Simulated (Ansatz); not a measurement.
## Worked example: the barrier

An elementary step of CH8SSi, closed shell (CH₆Si ([CH3][SiH3]) + H₂S → CH₆SSi ([CH3][SiH2][SH]) + H₂; bonds formed: Si1–S7, H2–H6; bonds broken: Si1–H2, H6–S7). “Start” is the structure reached by relaxing down from the saddle towards the reactants; PBE0-D4/def2-TZVP structures. The saddle:

```csv
atom,x (Å),y (Å),z (Å)
Si1,-0.5676,0.0758,-0.4213
H2,0.5355,1.2103,-1.1149
H3,-1.1695,-1.1234,-1.0575
H4,-1.5267,1.1519,-0.8516
C5,-0.4143,0.1795,1.4278
H6,1.1322,0.4914,-0.9843
S7,1.6533,-1.1303,-0.5612
H8,-1.3170,0.6194,1.8570
H9,-0.2437,-0.8099,1.8535
H10,0.4336,0.8130,1.7000
H11,1.4842,-1.4780,-1.8473
```

Computed with Ansatz 0.2.0 (basis: def2-TZVPP and def2-QZVPP); correlated methods freeze the cores.

Energies in eV:

| quantity | saddle | start |
| --- | --- | --- |
| Hartree–Fock, triple zeta (X = 3) | -19834.91435 | -19837.86923 |
| Hartree–Fock, quadruple zeta (X = 4) | -19835.54217 | -19838.48985 |
| MP2 correlation, X = 3 | -14.75920 | -13.96037 |
| MP2 correlation, X = 4 | -15.82204 | -14.97464 |
| CCSD(T) correlation, X = 3 | -16.90997 | -16.21070 |

Problem. Work out the barrier at the basis limit: extrapolate Hartree–Fock as E(X) = E∞ + A exp(−7.88 √X) and the MP2 correlation as E(X) = E∞ + B X^−2.97 (the exponents that Neese and Valeev fitted for def2-TZVPP and QZVPP), then add CCSD(T) − MP2 in triple zeta.

Solution. Each step is linear, so take the differences first (saddle − start): Hartree–Fock 2.95488 (X = 3) and 2.94768 (X = 4); MP2 correlation -0.79883 and -0.84740; CCSD(T) correlation -0.69927.
Two points give E∞ = E(4) + w [E(4) − E(3)], with w = 1/(exp(7.88 (2 − √3)) − 1) = 0.1377 for Hartree–Fock and w = 1/((4/3)^2.97 − 1) = 0.7407 for the correlation.
Hartree–Fock: 2.94768 + 0.1377 × (-0.00720) = 2.9467 eV.
MP2 correlation: -0.84740 + 0.7407 × (-0.04857) = -0.8834 eV.
CCSD(T) − MP2: -0.69927 − (-0.79883) = 0.0996 eV.
Sum: 2.9467 + (-0.8834) + 0.0996 = 2.1629 eV, or 49.88 kcal/mol. Plain CCSD(T) in triple zeta gives 2.2556 eV, so the larger basis shifts the result by -0.0927 eV.

T1 diagnostic: at most 0.013.

Labels in which every atom is bracketed show which atoms are joined, not bond orders.

For scale, one of the runs: CCSD(T)/def2-TZVPP, 227 basis functions, launched by `ansatz run in.yaml --threads 4 --pin off --events-out ev --progress --plain --max-ram 9574MiB`. The run took 46 s on 4 CPU threads of an Arm Neoverse V2 (shared host), with 3.5 GiB of host memory at its peak.
